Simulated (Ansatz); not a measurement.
Computed with Ansatz on PBE0-D4/def2-TZVP structures; ΔE is electronic, products minus reactants. CCSD(T)/CBS adds triple-zeta CCSD(T) − MP2 to the extrapolated MP2 energy (def2 sets, frozen cores). This one scheme is used for every species, atoms too. DFT in def2-TZVPP. No spin–orbit coupling; open shells (•) take unrestricted orbitals. Spin–orbit coupling would lower the free atoms: a little for C.

Consider the atomization: `CCC#CCC` → 6 C• + 10 H•.

`CCC#CCC`:

```xyz
16

C     0.967    0.514   -2.487
C     1.226   -0.728   -1.639
C     0.554   -0.684   -0.350
C    -0.010   -0.626    0.711
C    -0.702   -0.530    1.987
C    -1.499    0.763    2.134
H     1.315    1.412   -1.973
H     1.488    0.441   -3.444
H    -0.100    0.633   -2.683
H     0.900   -1.621   -2.183
H     2.303   -0.848   -1.479
H     0.029   -0.608    2.799
H    -1.371   -1.391    2.098
H    -0.844    1.633    2.057
H    -2.255    0.843    1.350
H    -2.002    0.796    3.102
```

```json
{"species": "`CCC#CCC`", "PBE-D4 energy (Eh)": "-234.36718"}
{"species": "C•", "PBE-D4 energy (Eh)": "-37.79597"}
{"species": "H•", "PBE-D4 energy (Eh)": "-0.49962"}
```

Task: Work out ΔE.

Result: ΔE = 10 × (-0.49962) + 6 × (-37.79597) − (-234.36718) = 2.59516 Eh = +1628.5 kcal/mol. CCSD(T)/CBS gives +1589.6 kcal/mol.

Largest T1 diagnostic among the species: 0.010.

From r2SCAN to r2SCAN0 (25 % exact exchange), in def2-TZVPP and without D4, ΔE moves by −16.6 kcal/mol: exact exchange takes away binding that semilocal exchange gives to molecules. Leaving LDA and LC-ωPBE aside and taking each functional with its dispersion term where it has one, the values, not all of them listed here, spread over 73.6 kcal/mol, from BHLYP-D4 to PBE-D4. LDA lies +186.6 kcal/mol from PBE without D4, its usual overbinding. At CCSD(T), def2-SVP lies −55.0 kcal/mol from the extrapolated value and def2-TZVPP −33.7 kcal/mol: correlation converges slowly with the basis, and small sets miss more of it in the bonded molecule than in its fragments.

For atomizations the MP2-based limit and the directly extrapolated one differ by several kJ/mol either way, and by 10 to 25 for some Ge, Se and Sn compounds, so smaller differences from it don't rank the levels.
